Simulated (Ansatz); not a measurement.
# C2H3S+ (SMILES [CH+]1CS1): single points off equilibrium

An exercise on one series of results from a longer session: the logs are not shown, and one member is left open.

Method: single points in def2-TZVPP; program: Ansatz 0.2.0, Gaussian basis.

Cores are frozen in the correlated methods.

## Where the work starts

SMILES `[CH+]1CS1`, 6 atoms, charge 1, spin multiplicity 1.

Atoms are counted from 1 here; the program's logs count them from 0.

Bond lengths: C1–C2 1.451 Å, C1–S3 1.695 Å, C1–H4 0.901 Å, C2–S3 1.941 Å, C2–H5 1.202 Å, C2–H6 1.241 Å. Angles: C2–C1–S3 75.7°, C2–C1–H4 146.4°, S3–C1–H4 137.0°, C1–C2–S3 57.8°, C1–C2–H5 120.5°, C1–C2–H6 127.9°, S3–C2–H5 115.2°, S3–C2–H6 116.2°, H5–C2–H6 108.5°, C1–S3–C2 46.4°.

Coordinates:

```xyz
6
C2H3S
C    -0.40630   -0.76830   -0.28930
C     0.12140    0.52770    0.09620
S     0.69090   -1.11720    0.95460
H    -0.89020   -1.23370   -0.89090
H     0.95640    1.07080   -0.57570
H    -0.40460    1.37730    0.83220
```

Set-up of the first run:

File run/in.yaml:

```yaml
crystal:
  periodic: [false, false, false]
  atoms:
    - {symbol: C, position_ang: [-0.406300, -0.768300, -0.289300]}
    - {symbol: C, position_ang: [0.121400, 0.527700, 0.096200]}
    - {symbol: S, position_ang: [0.690900, -1.117200, 0.954600]}
    - {symbol: H, position_ang: [-0.890200, -1.233700, -0.890900]}
    - {symbol: H, position_ang: [0.956400, 1.070800, -0.575700]}
    - {symbol: H, position_ang: [-0.404600, 1.377300, 0.832200]}
basis:
  gaussian: {orbitals: def2-TZVPP}
total_charge: 1
correlation: {method: ccsd_t}
output: {forces: true}
```

No record of the launch command was kept for these runs.

Among the steps run: CCSD(T)/def2-TZVPP; PBE0-D4/def2-TZVPP; wB97M-V/def2-TZVPP; r2SCAN-D4/def2-TZVPP; PBE-D4/def2-TZVPP; CAM-B3LYP-D4/def2-TZVPP; LC-wPBE/def2-TZVPP.

One of the session's tables, all rows but one given; the rest of the session is left out.

| method | RMS force component (eV/Å) | angle to CCSD(T) forces (°) |
| --- | --- | --- |
| CCSD(T) | 4.403 | reference |
| PBE0-D4 | 4.575 | 4.1 |
| wB97M-V | 4.530 | 3.8 |
| r2SCAN-D4 | 4.494 | 3.4 |
| PBE-D4 | ? | ? |
| CAM-B3LYP-D4 | 4.569 | 4.3 |
| LC-wPBE | 4.725 | 6.7 |

**Question.** Estimate the row for PBE-D4.

The run gave: RMS force component (eV/Å): 4.439; angle to CCSD(T) forces (°): 3.5. In the column «RMS force component (eV/Å)» it lies between CCSD(T) (4.403) and r2SCAN-D4 (4.494).
